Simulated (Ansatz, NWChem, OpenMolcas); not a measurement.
## How basis sets differ on SiH2Cl2 (dichlorosilane (DCS))

The species is SiH2Cl2 (5 atoms), meant as a singlet with charge 0. As SMILES, `Cl[SiH2]Cl`. Geometry: relaxed at PBE0-D4/def2-TZVP.

Each level gives the HOMO–LUMO gap (eV). The values are calculated.

```csv
level,kind,program,value (eV),CPU time
HF/STO-3G,Hartree–Fock,OpenMolcas,18.67,2.3 s
HF/3-21G,Hartree–Fock,NWChem,15.67,1.8 s
HF/cc-pVDZ,Hartree–Fock,NWChem,16.10,53 s
HF/def2-mTZVP,Hartree–Fock,Ansatz,15.69,0.48 s
HF/6-311+G**,Hartree–Fock,OpenMolcas,14.00,12 s
```

The values span 14.00 to 18.67 eV. A Hartree–Fock LUMO above zero doesn't converge with the basis: it sinks as sets grow more diffuse. Orbital gaps aren't excitation energies. Times are those of the runs behind each value, whatever else they computed, on shared processors of several kinds: orders of magnitude only.
